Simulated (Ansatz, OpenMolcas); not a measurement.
[AlH4]− (SMILES [H][Al-]([H])([H])[H]): methods side by side

[AlH4]− has 5 atoms, charge -1, and is taken as a singlet. As SMILES, `[H][Al-]([H])([H])[H]`. Geometry: a GFN2-xTB relaxation, a rough one for these elements and not checked as a minimum.

Each level gives the vertical detachment energy (to the doublet neutral) (eV). The values are calculated.

```
                             level                    kind     program  value (eV)  less CCSDT/3-21G
                          HF/3-21G            Hartree–Fock      Ansatz        3.97             -0.14
                       SVWN5/3-21G                     LDA      Ansatz        4.07             -0.04
                         PBE/3-21G                     GGA      Ansatz        4.03             -0.08
                        PBE0/3-21G           global hybrid      Ansatz        4.37             +0.26
                     wB97M-V/3-21G  range-separated hybrid      Ansatz        4.55             +0.44
                     RPA@PBE/3-21G                     RPA      Ansatz        3.22             -0.89
                         MP2/3-21G     perturbation theory      Ansatz        4.16             +0.05
                       CCSDT/3-21G   coupled cluster or CI      Ansatz        4.11              0.00
                      CCSDTQ/3-21G   coupled cluster or CI      Ansatz        4.11              0.00
FCI/STO-3G, open shells restricted      exact in the basis  OpenMolcas        0.41             -3.70
```

CCSDT/3-21G is the highest level here, not the true value. Its T1 diagnostic reaches 0.049, a sign that one reference may not serve. Sets without diffuse functions describe the anion poorly. The values span 0.41 to 4.55 eV. All rows use very small basis sets, so none should be taken for the real molecule's value.
